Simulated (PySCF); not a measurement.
Bond stretch in SMILES ClC (CH₃Cl), singlet. The C1–H5 bond (C1 also carries Cl, H, H; H5 carries nothing else) is pulled apart rigidly from the PBE0/def2-TZVP optimised geometry.

Level of theory: CCSD(T) on UHF/cc-pVDZ, 6 core orbitals frozen (PySCF).

Task: Relative to R = 1.09 Å, what are the energies at R = 1.79, 1.97, 2.39, 2.95 Å?

Result: 60.5 kcal/mol at 1.79 Å, 75.7 kcal/mol at 1.97 Å, 99.0 kcal/mol at 2.39 Å, 106.7 kcal/mol at 2.95 Å.

The unrestricted determinant behind UCCSD(T) is spin-contaminated at 1.79 to 3.85 Å (<S²> up to 1.0, against 0.00 for a pure singlet).
